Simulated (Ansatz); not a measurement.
Nudged elastic band run: CH$_{6}$BS, charge +1

Input:

```yaml
crystal:
  periodic: [false, false, false]
  atoms:
    - { symbol: C, position_ang: [-0.607054, 0.969307, -0.601071] }
    - { symbol: B, position_ang: [0.189535, -0.32684, -0.544909] }
    - { symbol: S, position_ang: [0.239925, -1.348064, 1.165794] }
    - { symbol: H, position_ang: [-1.392258, 0.860047, -1.370205] }
    - { symbol: H, position_ang: [0.043148, 1.766693, -1.001992] }
    - { symbol: H, position_ang: [-1.074019, 1.330271, 0.318295] }
    - { symbol: H, position_ang: [0.768912, -0.937824, -1.373312] }
    - { symbol: H, position_ang: [1.497283, -1.898661, 1.236157] }
    - { symbol: H, position_ang: [0.334529, -0.414939, 2.171243] }
total_charge: 1
basis:
  gaussian: { orbitals: "6-31G" }
hamiltonian:
  xc: b3lyp
  dispersion: d4
neb:
  order_check: false
  images: 9
  f_tol: 0.03
  max_iterations: 60
  final_atoms:
    - { symbol: C, position_ang: [-0.59415894, 0.97740345, -0.60170257] }
    - { symbol: B, position_ang: [0.41121448, -0.16070474, -0.49354212] }
    - { symbol: S, position_ang: [0.16756305, -1.52352095, 0.93978315] }
    - { symbol: H, position_ang: [-1.37534434, 1.05211411, 0.15847681] }
    - { symbol: H, position_ang: [-1.07908714, 0.91412228, -1.59249595] }
    - { symbol: H, position_ang: [-0.04527602, 1.93471386, -0.63915343] }
    - { symbol: H, position_ang: [1.32926099, -0.47417874, -1.16754341] }
    - { symbol: H, position_ang: [1.43406669, -1.87916479, 1.33759723] }
    - { symbol: H, position_ang: [-0.24823777, -0.84079449, 2.05858028] }
  initial_path:
    images:
      - { positions_ang: [[-0.607054, 0.969307, -0.601071], [0.189535, -0.32684, -0.544909], [0.239925, -1.348064, 1.165794], [-1.392258, 0.860047, -1.370205], [0.043148, 1.766693, -1.001992], [-1.074019, 1.330271, 0.318295], [0.768912, -0.937824, -1.373312], [1.497283, -1.898661, 1.236157], [0.334529, -0.414939, 2.171243]] }
      - { positions_ang: [[-0.61412548, 0.95481059, -0.63343882], [0.24491631, -0.24579932, -0.45988597], [0.17713623, -1.34070697, 1.15653446], [-1.44014044, 0.80780243, -1.17573185], [-0.09923593, 1.5841909, -1.17140685], [-0.97890307, 1.45469285, 0.15993807], [0.93834851, -0.71662266, -1.15317333], [1.34850344, -1.97200211, 1.11983687], [0.42350144, -0.52637572, 2.15732743]] }
      - { positions_ang: [[-0.62119696, 0.94031419, -0.66580664], [0.30029762, -0.16475863, -0.37486295], [0.11434745, -1.33334993, 1.14727491], [-1.48802289, 0.75555785, -0.9812587], [-0.24161985, 1.4016888, -1.34082169], [-0.88378715, 1.5791147, 0.00158114], [1.10778503, -0.49542132, -0.93303467], [1.19972388, -2.04534322, 1.00351674], [0.51247388, -0.63781244, 2.14341187]] }
      - { positions_ang: [[-0.62826845, 0.92581778, -0.69817446], [0.35567892, -0.08371795, -0.28983992], [0.05155868, -1.3259929, 1.13801537], [-1.53590533, 0.70331328, -0.78678555], [-0.38400378, 1.2191867, -1.51023654], [-0.78867122, 1.70353655, -0.15677579], [1.27722154, -0.27421998, -0.712896], [1.05094432, -2.11868433, 0.8871966], [0.60144631, -0.74924915, 2.1294963]] }
      - { positions_ang: [[-0.63533993, 0.91132138, -0.73054229], [0.41106023, -0.00267727, -0.2048169], [-0.0112301, -1.31863586, 1.12875582], [-1.58378777, 0.65106871, -0.5923124], [-0.5263877, 1.0366846, -1.67965139], [-0.6935553, 1.82795841, -0.31513272], [1.44665806, -0.05301864, -0.49275733], [0.90216476, -2.19202545, 0.77087647], [0.69041875, -0.86068587, 2.11558074]] }
      - { positions_ang: [[-0.64241141, 0.89682497, -0.76291011], [0.46644154, 0.07836342, -0.11979387], [-0.07401887, -1.31127883, 1.11949628], [-1.63167022, 0.59882414, -0.39783925], [-0.66877163, 0.8541825, -1.84906624], [-0.59843937, 1.95238026, -0.47348965], [1.61609457, 0.1681827, -0.27261867], [0.7533852, -2.26536656, 0.65455634], [0.77939119, -0.97212259, 2.10166517]] }
      - { positions_ang: [[-0.63276092, 0.91294067, -0.7306686], [0.45539613, 0.03054979, -0.19454352], [-0.02570249, -1.35372725, 1.08355365], [-1.58040504, 0.68948213, -0.28657604], [-0.75083473, 0.86617045, -1.79775218], [-0.4878067, 1.94884698, -0.50662241], [1.55872785, 0.03971041, -0.45160362], [0.8895215, -2.1881262, 0.79116452], [0.5738654, -0.94585697, 2.09304819]] }
      - { positions_ang: [[-0.62311042, 0.92905636, -0.69842709], [0.44435071, -0.01726385, -0.26929317], [0.0226139, -1.39617568, 1.04761103], [-1.52913986, 0.78014012, -0.17531283], [-0.83289784, 0.87815841, -1.74643812], [-0.37717403, 1.9453137, -0.53975516], [1.50136114, -0.08876187, -0.63058856], [1.0256578, -2.11088585, 0.9277727], [0.36833961, -0.91959135, 2.08443121]] }
      - { positions_ang: [[-0.61345993, 0.94517206, -0.66618558], [0.4333053, -0.06507748, -0.34404282], [0.07093028, -1.4386241, 1.0116684], [-1.47787469, 0.87079812, -0.06404961], [-0.91496094, 0.89014637, -1.69512407], [-0.26654136, 1.94178042, -0.57288792], [1.44399442, -0.21723416, -0.80957351], [1.16179409, -2.03364549, 1.06438088], [0.16281382, -0.89332573, 2.07581423]] }
      - { positions_ang: [[-0.60380943, 0.96128776, -0.63394407], [0.42225989, -0.11289111, -0.41879247], [0.11924667, -1.48107253, 0.97572578], [-1.42660951, 0.96145611, 0.0472136], [-0.99702404, 0.90213432, -1.64381001], [-0.15590869, 1.93824714, -0.60602068], [1.3866277, -0.34570645, -0.98855846], [1.29793039, -1.95640514, 1.20098905], [-0.04271197, -0.86706011, 2.06719726]] }
      - { positions_ang: [[-0.59415894, 0.97740345, -0.60170257], [0.41121448, -0.16070474, -0.49354212], [0.16756305, -1.52352095, 0.93978315], [-1.37534434, 1.05211411, 0.15847681], [-1.07908714, 0.91412228, -1.59249595], [-0.04527602, 1.93471386, -0.63915343], [1.32926099, -0.47417874, -1.16754341], [1.43406669, -1.87916479, 1.33759723], [-0.24823777, -0.84079449, 2.05858028]] }
```

Launched with:

```bash
$ ansatz run input.yaml --threads 1 --pin off --max-ram 2048MiB --backend cpu --events-out ev --progress --plain --runs-dir out
```

Output, in part (warnings, iteration lines, the closing report on the highest movable image, with atoms numbered from 0):

```
NEB end point (image 0): max|allowed force component| = 6.770e-3 eV/Å (the criterion of neb.relax_end_points is 1.000e-2)
NEB end point (image 10): max|allowed force component| = 1.080e-2 eV/Å (the criterion of neb.relax_end_points is 1.000e-2)
NEB iter   1: max|band force component| = 1.045e1 eV/Å  barrier→ = 3.1546 eV  barrier← = 3.1546 eV  Δτ_max = 0.1985 Å  (240 SCF iters)
NEB iter   2: max|band force component| = 2.251e0 eV/Å  barrier→ = 0.4162 eV  barrier← = 0.4161 eV  Δτ_max = 0.1972 Å  (209 SCF iters)
NEB iter   3: max|band force component| = 8.143e-1 eV/Å  barrier→ = 0.2108 eV  barrier← = 0.2107 eV  Δτ_max = 0.1945 Å  (215 SCF iters)
NEB iter   4: max|band force component| = 4.813e-1 eV/Å  barrier→ = 0.2009 eV  barrier← = 0.2008 eV  CI = image 6  Δτ_max = 0.1507 Å  (202 SCF iters)
NEB iter   5: max|band force component| = 1.692e-1 eV/Å  barrier→ = 0.1771 eV  barrier← = 0.1770 eV  CI = image 6  Δτ_max = 0.1591 Å  (198 SCF iters)
NEB iter   6: max|band force component| = 2.149e-1 eV/Å  barrier→ = 0.1748 eV  barrier← = 0.1747 eV  CI = image 6  Δτ_max = 0.0801 Å  (202 SCF iters)
NEB iter   7: max|band force component| = 1.823e-1 eV/Å  barrier→ = 0.1732 eV  barrier← = 0.1731 eV  CI = image 6  Δτ_max = 0.0800 Å  (191 SCF iters)
NEB iter   8: max|band force component| = 1.110e-1 eV/Å  barrier→ = 0.1698 eV  barrier← = 0.1698 eV  CI = image 6  Δτ_max = 0.0799 Å  (191 SCF iters)
NEB iter   9: max|band force component| = 7.812e-2 eV/Å  barrier→ = 0.1679 eV  barrier← = 0.1679 eV  CI = image 6  Δτ_max = 0.0798 Å  (179 SCF iters)
NEB iter  10: max|band force component| = 1.218e-1 eV/Å  barrier→ = 0.1682 eV  barrier← = 0.1681 eV  CI = image 6  Δτ_max = 0.0399 Å  (190 SCF iters)
NEB iter  11: max|band force component| = 1.093e-1 eV/Å  barrier→ = 0.1703 eV  barrier← = 0.1702 eV  CI = image 6  Δτ_max = 0.0399 Å  (184 SCF iters)
NEB iter  12: max|band force component| = 1.595e-1 eV/Å  barrier→ = 0.1720 eV  barrier← = 0.1720 eV  CI = image 6  Δτ_max = 0.0200 Å  (185 SCF iters)
NEB iter  13: max|band force component| = 6.082e-2 eV/Å  barrier→ = 0.1727 eV  barrier← = 0.1726 eV  CI = image 6  Δτ_max = 0.0399 Å  (177 SCF iters)
NEB iter  14: max|band force component| = 4.893e-2 eV/Å  barrier→ = 0.1737 eV  barrier← = 0.1737 eV  CI = image 6  Δτ_max = 0.0398 Å  (183 SCF iters)
NEB iter  15: max|band force component| = 3.757e-2 eV/Å  barrier→ = 0.1742 eV  barrier← = 0.1742 eV  CI = image 6  Δτ_max = 0.0398 Å  (187 SCF iters)
NEB iter  16: max|band force component| = 1.867e-2 eV/Å  barrier→ = 0.1743 eV  barrier← = 0.1743 eV  CI = image 6  Δτ_max = 0.0000 Å  (400 SCF iters)
Total energy: -12637.54474940 eV, -464.4212035050 hartree
Atom 0 at    -0.703257     0.907963    -0.780999 Å, force     0.006705     0.003315    -0.001512 eV/Å
Atom 1 at     0.449492     0.066500    -0.275601 Å, force    -0.004211    -0.018544     0.005350 eV/Å
Atom 2 at    -0.015063    -1.256991     1.272091 Å, force     0.010477     0.006370     0.001940 eV/Å
Atom 3 at    -1.710579     0.521621    -0.601299 Å, force     0.000801    -0.002455     0.001269 eV/Å
Atom 4 at    -0.574991     1.142811    -1.846777 Å, force    -0.003298     0.000734     0.000401 eV/Å
Atom 5 at    -0.645871     1.891978    -0.269428 Å, force     0.001205     0.000629    -0.000637 eV/Å
Atom 6 at     1.600400    -0.010585    -0.526429 Å, force    -0.000575     0.008200    -0.001128 eV/Å
Atom 7 at     0.657519    -2.381335     0.831606 Å, force    -0.002930     0.005549    -0.000684 eV/Å
Atom 8 at     0.942351    -0.881971     2.196835 Å, force    -0.008174    -0.003798    -0.004999 eV/Å
Dipole moment:     0.442660    -0.123721     0.086428 e Å
```

The run converged. Beside the main top the profile has a ripple of under 15 meV (maxima at images 2, 6), which may be a very shallow well or noise. A vibrational analysis at the climbing image gives one clearly imaginary mode, 138i cm⁻¹: a first-order saddle point. Limits of this set-up: no polarisation functions, the dipole of an ion depends on the origin.

Final band (atoms are numbered from 1 in the order of the input):

```tsv
image	path coordinate (Å)	energy (kcal/mol)	dihedral H6–C1–B2–S3 (°)
0	0.00	0.0	4
1	0.79	0.3	33
2	1.58	0.6	63
3	2.38	0.4	91
4	3.17	1.1	105
5	3.96	3.2	101
6	4.75	4.0	97
7	5.39	3.5	99
8	6.03	1.9	102
9	6.67	0.4	107
10	7.31	0.0	129
```

Run time: 3.9 min on 1 CPU thread of a shared host.
